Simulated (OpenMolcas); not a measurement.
# BNH4 (SMILES BN): a chain of runs

Aim: the energy (HF/STO-3G), then the energy (CASSCF(2,2)/STO-3G), then the energy (CASPT2(2,2)/STO-3G), then the energy (SC-NEVPT2(2,2)/STO-3G), then the energy (MRCI(2,2)/STO-3G) of BNH4. 

The calculation is run with OpenMolcas 26.06.

1 further run of the same task is left out (set aside as unsound or not needed).

### Step 1. The structure to begin with

BNH4: 6 atoms, total charge 0, spin state singlet. As SMILES, `BN`. The coordinates come from a PBE0-D4/def2-TZVP relaxation.

Bond lengths: B1–N2 1.385 Å, B1–H3 1.197 Å, B1–H4 1.197 Å, N2–H5 1.006 Å, N2–H6 1.006 Å. Angles: B1–N2–H5 123.2°, B1–N2–H6 123.2°, N2–B1–H3 119.0°, N2–B1–H4 119.0°, H5–N2–H6 113.5°, H3–B1–H4 122.0°.

### Step 2. A single-point energy at HF/STO-3G (run 1)

The input, step1.inp:

```
* BH4N Hartree-Fock
>>> EXPORT MOLCAS_PRINT=2

&GATEWAY
 BasLib=$CurrDir
 BasisSet
 B.STO-3G....
 B1 -0.128200 -0.679600 -0.025600 angstrom
 End of Basis
 BasisSet
 N.STO-3G....
 N2 0.146100 0.677400 0.010800 angstrom
 End of Basis
 BasisSet
 H.STO-3G....
 H3 0.225800 -1.368000 0.887500 angstrom
 H4 -0.712000 -1.128700 -0.969200 angstrom
 H5 -0.121600 1.313700 -0.720800 angstrom
 H6 0.632000 1.121400 0.771300 angstrom
 End of Basis

&SEWARD

&SCF
 PrOrbitals=1 1
```

The basis set STO-3G is read from a file made from the Basis Set Exchange's data (not shown).

Command:

```sh
export MOLCAS_MEM=1860
pymolcas step1.inp > step1.log
```

What it wrote (excerpt; [...] marks lines left out):

```text
--- Start Module: gateway ---
[...]
--- Stop Module: gateway /rc=_RC_ALL_IS_WELL_ ---
--- Start Module: seward ---
[...]
      Basis functions           14
--- Stop Module: seward /rc=_RC_ALL_IS_WELL_ ---
--- Start Module: scf ---
[...]
       Convergence after   9 Iterations
[...]
::    Total SCF energy                                -80.4635818929
[...]
      Total spin, S                                     0.0000000000
[...]
      Total electronic charge=   16.000000
      Total            charge=   -0.000000
[...]
      Dipole Moment (debye):
      Origin of the operator (angstrom)=    0.0227    0.0669   -0.0056
                   X=  3.4306E-01               Y=  1.6988E+00               Z=  4.5557E-02           Total=  1.7337E+00
      Quadrupole Moment (debye*angstrom):
[...]
--- Stop Module: scf /rc=_RC_ALL_IS_WELL_ ---
[...]
```

It took 1.6 s on 1 thread of Arm Neoverse V1, shared host; peak memory 0.37 GiB.

### Step 3. A single-point energy at CASSCF(2,2)/STO-3G (run 2)

The input, step2.inp:

```
* BH4N CASSCF

&gateway
  baslib=$CurrDir
  basisset
  B.STO-3G....
  B1 -0.128200 -0.679600 -0.025600 angstrom
  End of Basis
  basisset
  N.STO-3G....
  N2 0.146100 0.677400 0.010800 angstrom
  End of Basis
  basisset
  H.STO-3G....
  H3 0.225800 -1.368000 0.887500 angstrom
  H4 -0.712000 -1.128700 -0.969200 angstrom
  H5 -0.121600 1.313700 -0.720800 angstrom
  H6 0.632000 1.121400 0.771300 angstrom
  End of Basis

&seward

&rasscf
  fileorb=$CurrDir/step1.ScfOrb
  spin=1
  nactel=2 0 0
  inactive=7
  ras2=2
  orblisting=Nothing
```

The basis set STO-3G is read from a file made from the Basis Set Exchange's data (not shown).

Command:

```sh
export MOLCAS_MEM=1860
pymolcas step2.inp > step2.log
```

What it wrote (excerpt; [...] marks lines left out):

```text
--- Start Module: gateway ---
[...]
--- Stop Module: gateway /rc=_RC_ALL_IS_WELL_ ---
--- Start Module: seward ---
[...]
      Basis functions           14
--- Stop Module: seward /rc=_RC_ALL_IS_WELL_ ---
--- Start Module: rasscf ---
[...]
      Number of active orbitals                  2
[...]
      Spin quantum number                      0.0
[...]
      Active orbitals                            2
[...]
      Number of CSFs                             3
[...]
      Number of root(s) required                 1
[...]
      Convergence after 12 iterations
[...]
      printout of CI-coefficients larger than  0.05 for root  1
      energy=     -80.472715
      conf/sym  11     Coeff  Weight
             1  20   0.99510 0.99023
             3  02  -0.09882 0.00977
      Natural orbitals and occupation numbers for root  1
      sym 1:   1.980468   0.019532
      ************************************************************************************************************************
      *                                                    Final results                                                     *
[...]
::    RASSCF root number  1 Total energy:    -80.47271492
[...]
      Total electronic charge=   16.000000
      Total            charge=   -0.000000
[...]
      Dipole Moment (debye):
      Origin of the operator (angstrom)=    0.0227    0.0669   -0.0056
                   X=  4.2761E-01               Y=  2.1170E+00               Z=  5.6756E-02           Total=  2.1605E+00
      Quadrupole Moment (debye*angstrom):
[...]
--- Stop Module: rasscf /rc=_RC_ALL_IS_WELL_ ---
[...]
```

Wall time 1.8 s (1 thread of Arm Neoverse V1, shared host); peak memory 0.37 GiB.

### Step 4. A single-point energy at CASPT2(2,2)/STO-3G (run 3)

The input, step3.inp:

```
&GATEWAY
 BasLib=$CurrDir
 BasisSet
 B.STO-3G....
 B1 -0.128200 -0.679600 -0.025600 angstrom
 End of Basis
 BasisSet
 N.STO-3G....
 N2 0.146100 0.677400 0.010800 angstrom
 End of Basis
 BasisSet
 H.STO-3G....
 H3 0.225800 -1.368000 0.887500 angstrom
 H4 -0.712000 -1.128700 -0.969200 angstrom
 H5 -0.121600 1.313700 -0.720800 angstrom
 H6 0.632000 1.121400 0.771300 angstrom
 End of Basis

&SEWARD

&RASSCF
 FileOrb=$CurrDir/step2.RasOrb
 Spin=1
 Nactel=2 0 0
 Inactive=7
 Ras2=2
 OrbListing=Nothing

&CASPT2
 Imaginary=0.1
 Frozen=2
```

The basis set STO-3G is read from a file made from the Basis Set Exchange's data (not shown).

Command:

```sh
export MOLCAS_MEM=1860
pymolcas step3.inp > step3.log
```

What it wrote (excerpt; [...] marks lines left out):

```text
--- Start Module: gateway ---
[...]
--- Stop Module: gateway /rc=_RC_ALL_IS_WELL_ ---
[...]
      Basis functions           14
[...]
--- Start Module: rasscf ---
[...]
      Number of active orbitals                  2
[...]
      Spin quantum number                      0.0
[...]
      Active orbitals                            2
[...]
      Number of CSFs                             3
[...]
      Number of root(s) required                 1
[...]
      Convergence after  4 iterations
[...]
      printout of CI-coefficients larger than  0.05 for root  1
      energy=     -80.472715
      conf/sym  11     Coeff  Weight
             1  20   0.99510 0.99023
             3  02  -0.09883 0.00977
      Natural orbitals and occupation numbers for root  1
      sym 1:   1.980466   0.019534
      ************************************************************************************************************************
      *                                                    Final results                                                     *
[...]
::    RASSCF root number  1 Total energy:    -80.47271492
[...]
      Total electronic charge=   16.000000
      Total            charge=   -0.000000
[...]
      Dipole Moment (debye):
      Origin of the operator (angstrom)=    0.0227    0.0669   -0.0056
                   X=  4.2759E-01               Y=  2.1169E+00               Z=  5.6753E-02           Total=  2.1604E+00
      Quadrupole Moment (debye*angstrom):
[...]
--- Stop Module: rasscf /rc=_RC_ALL_IS_WELL_ ---
--- Start Module: caspt2 ---
[...]
 ###    WARNING: User changed nr of frozen orbitals.                         ###
 ###############################################################################
[...]
      E2 (Variational):          -0.0829940698
      Total energy:             -80.5557089866
[...]
      Reference weight:           0.96933
[...]
::    CASPT2 Root  1     Total energy:    -80.55570899
[...]
--- Stop Module: caspt2 /rc=_RC_ALL_IS_WELL_ ---
[...]
```

Wall time 1.7 s (1 thread of Arm Neoverse V1, shared host); peak memory 0.37 GiB.

### Step 5. A single-point energy at SC-NEVPT2(2,2)/STO-3G (run 4)

The input, step4.input:

```
* BH4N NEVPT2

&GATEWAY
  BasLib = $CurrDir
  BasisSet
  B.STO-3G....
  B1 -0.128200 -0.679600 -0.025600 angstrom
  End of Basis
  BasisSet
  N.STO-3G....
  N2 0.146100 0.677400 0.010800 angstrom
  End of Basis
  BasisSet
  H.STO-3G....
  H3 0.225800 -1.368000 0.887500 angstrom
  H4 -0.712000 -1.128700 -0.969200 angstrom
  H5 -0.121600 1.313700 -0.720800 angstrom
  H6 0.632000 1.121400 0.771300 angstrom
  End of Basis

&SEWARD

&RASSCF
  FileOrb = $CurrDir/step2.RasOrb
  Spin = 1
  Nactel = 2 0 0
  Inactive = 7
  Ras2 = 2
  OrbListing = Nothing

&CASPT2
  SC-NEVPT2
  Frozen = 2
```

The basis set STO-3G is read from a file made from the Basis Set Exchange's data (not shown).

Command:

```sh
export MOLCAS_MEM=1860
pymolcas step4.input > step4.log
```

What it wrote (excerpt; [...] marks lines left out):

```text
--- Start Module: gateway ---
[...]
--- Stop Module: gateway /rc=_RC_ALL_IS_WELL_ ---
[...]
      Basis functions           14
[...]
--- Start Module: rasscf ---
[...]
      Number of active orbitals                  2
[...]
      Spin quantum number                      0.0
[...]
      Active orbitals                            2
[...]
      Number of CSFs                             3
[...]
      Number of root(s) required                 1
[...]
      Convergence after  4 iterations
[...]
      printout of CI-coefficients larger than  0.05 for root  1
      energy=     -80.472715
      conf/sym  11     Coeff  Weight
             1  20   0.99510 0.99023
             3  02  -0.09883 0.00977
      Natural orbitals and occupation numbers for root  1
      sym 1:   1.980466   0.019534
      ************************************************************************************************************************
      *                                                    Final results                                                     *
[...]
::    RASSCF root number  1 Total energy:    -80.47271492
[...]
      Total electronic charge=   16.000000
      Total            charge=   -0.000000
[...]
      Dipole Moment (debye):
      Origin of the operator (angstrom)=    0.0227    0.0669   -0.0056
                   X=  4.2759E-01               Y=  2.1169E+00               Z=  5.6753E-02           Total=  2.1604E+00
      Quadrupole Moment (debye*angstrom):
[...]
--- Stop Module: rasscf /rc=_RC_ALL_IS_WELL_ ---
--- Start Module: caspt2 ---
[...]
 ###    WARNING: User changed nr of frozen orbitals.                         ###
 ###############################################################################
[...]
      E2 (Variational):          -0.0868922503
[...]
      E2 (Variational):          -0.0868387258
      Total energy:             -80.5595536425
[...]
      Reference weight:           0.96585
[...]
::    SC-NEVPT2 Root  1     Total energy:    -80.55955364
[...]
--- Stop Module: caspt2 /rc=_RC_ALL_IS_WELL_ ---
[...]
```

It took 1.7 s on 1 thread of Arm Neoverse V1, shared host; peak memory 0.37 GiB.

### Step 6. The energy at MRCI(2,2)/STO-3G (run 5)

The input, step5.input:

```
>>> EXPORT MOLCAS_PRINT=2
&GATEWAY
BASLIB
$CurrDir
BASISSET
B.STO-3G....
B1 -0.128200 -0.679600 -0.025600 angstrom
End of Basis
BASISSET
N.STO-3G....
N2 0.146100 0.677400 0.010800 angstrom
End of Basis
BASISSET
H.STO-3G....
H3 0.225800 -1.368000 0.887500 angstrom
H4 -0.712000 -1.128700 -0.969200 angstrom
H5 -0.121600 1.313700 -0.720800 angstrom
H6 0.632000 1.121400 0.771300 angstrom
End of Basis
&SEWARD
&RASSCF
FILEORB
$CurrDir/step2.RasOrb
SPIN
1
NACTEL
2 0 0
INACTIVE
7
RAS2
2
ORBLISTING
Nothing
&MOTRA
LUMORB
FROZEN
2
&GUGA
ELECTRONS
12
SPIN
1
INACTIVE
5
ACTIVE
2
CIALL
1
&MRCI
SDCI
```

The basis set STO-3G is read from a file made from the Basis Set Exchange's data (not shown).

Command:

```sh
export MOLCAS_MEM=1860
pymolcas step5.input > step5.log
```

What it wrote (excerpt; [...] marks lines left out):

```text
--- Start Module: gateway ---
[...]
--- Stop Module: gateway /rc=_RC_ALL_IS_WELL_ ---
[...]
      Basis functions           14
[...]
      Number of active orbitals                  2
[...]
      Spin quantum number                      0.0
[...]
      Active orbitals                            2
[...]
      Number of CSFs                             3
[...]
      Number of root(s) required                 1
[...]
      Convergence after  4 iterations
[...]
      printout of CI-coefficients larger than  0.05 for root  1
      energy=     -80.472715
      conf/sym  11     Coeff  Weight
             1  20   0.99510 0.99023
             3  02  -0.09883 0.00977
      Natural orbitals and occupation numbers for root  1
      sym 1:   1.980466   0.019534
      ************************************************************************************************************************
      *                                                    Final results                                                     *
[...]
::    RASSCF root number  1 Total energy:    -80.47271492
[...]
      Dipole Moment (debye):
      Origin of the operator (angstrom)=    0.0227    0.0669   -0.0056
                   X=  4.2759E-01               Y=  2.1169E+00               Z=  5.6753E-02           Total=  2.1604E+00
      Quadrupole Moment (debye*angstrom):
[...]
      *** WARNING: Default frozen orbitals is overwritten by user input.
      *** Default values:   2
[...]
--- Start Module: guga ---
[...]
--- Stop Module: guga /rc=_RC_ALL_IS_WELL_ ---
--- Start Module: mrci ---
[...]
       (But an ACPF correction will be computed)
       USE THE DEFAULT ACPF G-VALUE GFAC=  0.16666666666666666
[...]
                      CI ENERGY:   -80.57979558
[...]
                ACPF CORRECTION:    -0.00489907
[...]
      Total electronic charge=   16.000000
      Total            charge=    0.000000
[...]
     ACPF CORRECTION:     -0.00489907
[...]
  CI State   1     Total energy:    -80.57979558     QDav:     -0.00593317     QACPF:     -0.00489907
[...]
--- Stop Module: mrci /rc=_RC_ALL_IS_WELL_ ---
[...]
```

It took 1.8 s on 1 thread of Arm Neoverse V1, shared host; peak memory 0.37 GiB.

### Step 7. Summary of results

```
                                                    quantity         value
                              run 1, HF/STO-3G: total energy  -80.46358 Eh
                             run 1, HF/STO-3G: dipole moment        1.73 D
                               run 1, HF/STO-3G: HOMO energy     -10.29 eV
                               run 1, HF/STO-3G: LUMO energy       9.17 eV
                             run 1, HF/STO-3G: HOMO–LUMO gap      19.46 eV
                     run 2, CASSCF(2,2)/STO-3G: total energy  -80.47271 Eh
   run 2, CASSCF(2,2)/STO-3G: dipole moment (CASSCF density)        2.16 D
                     run 3, CASPT2(2,2)/STO-3G: total energy  -80.55571 Eh
   run 3, CASPT2(2,2)/STO-3G: dipole moment (CASSCF density)        2.16 D
                  run 4, SC-NEVPT2(2,2)/STO-3G: total energy  -80.55955 Eh
run 4, SC-NEVPT2(2,2)/STO-3G: dipole moment (CASSCF density)        2.16 D
                       run 5, MRCI(2,2)/STO-3G: total energy  -80.57980 Eh
     run 5, MRCI(2,2)/STO-3G: dipole moment (CASSCF density)        2.16 D
```

**Reading.** Mulliken charges (run 1, HF/STO-3G) run from -0.49 on N2 to +0.28 on B1; they depend strongly on the basis. Mulliken charges (run 3, CASPT2(2,2)/STO-3G) of the CASSCF density run from -0.46 on N2 to +0.24 on B1; they depend strongly on the basis. Mulliken charges (run 4, SC-NEVPT2(2,2)/STO-3G) of the CASSCF density run from -0.46 on N2 to +0.24 on B1.
